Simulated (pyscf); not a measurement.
Single points on ωB97X-D3(BJ)/def2-SVP structures (PySCF, gas phase). Singlets are restricted, triplets unrestricted.

Singlet (Å):
```xyz
2

O      0.6608    -0.1727    -0.4653
Si     1.7175     0.9182    -0.4131
```

Triplet (Å):
```xyz
2

O      0.6343    -0.1991    -0.4641
Si     1.7456     0.9470    -0.4123
```

Question: For these two minima of silicon monoxide (O=Si:), which spin state lies lower at ωB97X-D3(BJ)/def2-TZVP, and by how much (electronic energies)?

Answer: The singlet, by 404.4 kJ/mol. Zero-point energy shifts E(triplet) − E(singlet) by -2.0 kJ/mol. The 7 functionals that were run give +366.8 (r²SCAN) to +422.2 kJ/mol (ωB97M-D3(BJ)). 

E(triplet) − E(singlet) by level (kJ/mol):

```json
[
 {"level": "ωB97X-D3(BJ)/def2-TZVP", "gap": "+404.4"},
 {"level": "PBE/def2-TZVP", "gap": "+373.0"},
 {"level": "r²SCAN/def2-TZVP", "gap": "+366.8"},
 {"level": "B3LYP-D3(BJ)/def2-TZVP", "gap": "+389.6"},
 {"level": "PBE0-D3(BJ)/def2-TZVP", "gap": "+377.6"},
 {"level": "M06-2X/def2-TZVP", "gap": "+405.9"},
 {"level": "ωB97M-D3(BJ)/def2-TZVP", "gap": "+422.2"}
]
```

The triplet is the lowest one reached from the SCF start used. The term symbol of open-shell O=Si: was not checked; spin-orbit terms are left out.
